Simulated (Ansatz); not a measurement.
**AlH2⁻, singlet: bend scan**

Starting geometry (PBE0/def2-TZVPD stationary point for this spin, not checked as a minimum):

```xyz
3

Al    0.0000   -0.0810    0.0000
H     0.0000    1.0848   -1.2329
H     0.0000    1.0848    1.2329
```

From there the angle named below is changed in its plane at fixed bond lengths, both arms turning rigidly about the middle atom; atoms are numbered as listed. Energies are in kcal/mol, counted from the starting geometry at the same level.

Basis 6-31++G** (Cartesian d functions); Ansatz 0.2.0. Correlated methods freeze the noble-gas cores. R marks a restricted (for open shells ROHF) determinant. Active spaces: valence = (6e, 6o) chosen from the atoms' valence shells.

The determinant at some points fills πx and πy unequally, so it is a mixture of Σ and Δ, which weighs on every level built on one determinant. Runs in a small pair space aren't shown, since their orbitals change along the scan. A value is left out where its run failed or describes another state than the reference as far as symmetry and spin tell, or, spin-broken singlets apart, can't be checked.

Full CI is exact within this basis and frozen core; it isn't the basis-set limit.

```csv
angle H2-Al1-H3 (°),full CI,unpaired electrons (full CI),error RMP2,error RCCSDT,error RCCSDTQ,error NEVPT2 (valence space),error MRCISD (valence space),error MRCISD+Q (valence space)
67.0,10.3,0.09,0.6,0.0,0.0,-0.2,0.1,0.0
84.2,1.5,0.08,0.1,0.0,0.0,-0.1,0.0,0.0
93.2,0.0,0.08,0.0,0.0,0.0,0.0,0.0,0.0
107.1,1.6,0.09,0.1,0.0,0.0,0.1,0.0,0.0
125.3,10.1,0.12,0.5,0.0,0.0,0.1,0.0,-0.1
137.5,19.2,0.15,1.1,0.0,0.0,0.0,-0.1,-0.2
159.5,40.0,0.47,2.6,0.1,0.0,-0.2,-0.1,-0.4
180.0,53.1,1.62,3.4,0.5,0.0,–,–,–
```

Unpaired electrons are Σ n²(2−n)² over natural occupations. Errors are those of relative energies. In total energy the starting point itself misses full CI by: RMP2 15.6, RCCSDT 0.1, RCCSDTQ 0.0, NEVPT2 (valence space) 12.4, MRCISD (valence space) 1.9, MRCISD+Q (valence space) 0.6 kcal/mol.

Spread of the error over the points with a reference, to 180.0 ° (largest less smallest): RCCSDTQ 0.0, MRCISD (valence space) 0.2 (7 of 8 points), NEVPT2 (valence space) 0.3 (7 of 8 points), MRCISD+Q (valence space) 0.4 (7 of 8 points), RCCSDT 0.5, RMP2 3.4 kcal/mol.
